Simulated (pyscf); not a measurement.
PySCF, gas phase, ωB97X-D3(BJ)/def2-SVP geometries.

**Question.** `[NH2][SiH2][Cl]` + `[H][H]` -> `[SiH3][Cl]` + `[NH3]`
Surface: singlet. Broken: N–Si, H–H. Formed: H–Si, H–N. Give ΔE‡ and ΔE from ωB97M-D3(BJ)/def2-TZVP, relative to the separated reactants.

**Answer.** ΔE‡ = 51.0 kcal/mol, ΔE = +10.8 kcal/mol. Zero-point energy shifts the barrier by +2.9 kcal/mol. It is a four-centre exchange, with an imaginary mode of 1511i cm⁻¹. On the product side the descent ends in a complex, 7.7 kcal/mol under the separated species and 47.9 kcal/mol under the saddle at ωB97X-D3(BJ)/def2-TZVP. This is the saddle that the search found; another between the same sides may lie lower.
